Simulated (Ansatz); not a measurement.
# Scan of CH₃⁺, triplet

Starting geometry (PBE0/def2-TZVP stationary point for this spin, not checked as a minimum):

```xyz
4

C     0.0000    0.0000    0.0548
H     0.0000    0.6835   -0.8953
H     0.0000    0.0000    1.1377
H     0.0000   -0.6835   -0.8953
```

From there H2 moves along the line of the two atoms named below, all else staying in place; atoms are numbered as listed. Energies are in kJ/mol, counted from the starting geometry at the same level.

Basis cc-pVDZ; Ansatz 0.2.0. Only valence electrons are correlated (noble-gas cores frozen). R marks a restricted (for open shells ROHF) determinant, U an unrestricted one.

Coupled cluster chose its determinant by trial CCSD, here up to 0.10 eV above the lowest Hartree–Fock solution of its kind, and MP2 stands on that determinant too.

Full CI is exact within this basis and frozen core; it isn't the basis-set limit. The frozen core follows each run's orbitals, which can shift R against U totals by a few meV.

```tsv
distance C1-H2 (Å)	UMP2
0.927	111.9
1.042	24.5
1.170	0.0
1.286	11.2
1.448	49.1
1.651	103.7
1.839	145.3
2.198	191.8
2.600	167.3
3.148	156.6
3.984	155.1
```

Question: Estimate the full CI curve in cc-pVDZ from this one, knowing how UMP2 errs.

Answer: The computed full CI values, in kJ/mol from the starting point, and the error of UMP2 against them:
```tsv
distance C1-H2 (Å)	full CI	UMP2 less full CI
0.927	114.9	-3.0
1.042	26.1	-1.6
1.170	0.0	0.0
1.286	9.7	1.5
1.448	45.0	4.2
1.651	96.2	7.5
1.839	136.8	8.5
2.198	186.2	5.6
2.600	170.8	-3.5
3.148	160.4	-3.8
3.984	158.9	-3.8
```

The error spans 12.3 kJ/mol and is largest, 8.5 kJ/mol, at 1.839 Å.
